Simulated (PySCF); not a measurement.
# Adding and removing an electron: NO

ROHF; basis N 6-31G(d,p), O 6-31G(d,p); no relativity; PySCF 2.14. Neutral (ROHF): doublet (π ↑), Re = 1.124 Å, ωe = 2282 cm⁻¹, De = 2.18 eV, HOMO -10.96 eV, LUMO 2.95 eV.

NO⁺ (RHF): singlet (closed shell), Re = 1.040 Å, ωe = 2860 cm⁻¹, De = 4.98 eV to N + O⁺. The energies at the minima are -129.24039 hartree for NO and -128.90910 for NO⁺.

Question: Work out the adiabatic ionisation energy, without and with harmonic zero-point energies (1 hartree = 27.2114 eV, 1 eV = 8065.5 cm⁻¹), and the change of the bond length.

Answer: At HF: 0.33129 hartree = 9.015 eV between the minima; the zero-point term (2860.0 − 2282.0)/2 cm⁻¹ = +0.036 eV makes it 9.051 eV. Re changes by -8.4 pm against the neutral. The electron leaves a π orbital, and the shorter bond of the ion fits an antibonding orbital, or a change in how ionic the bond is.

For an ion De counts to the pair picked by the measured ionisation energies or electron affinities, which need not be the lowest pair at this level. Where the molecule has an RHF reference, its open-shell atoms are computed with UHF. Hartree–Fock leaves out correlation, which carries a large part of most bond energies and some tenths to 1 eV of ionisation energies. States were picked by a PBE0 search and need not be the measured ground states.
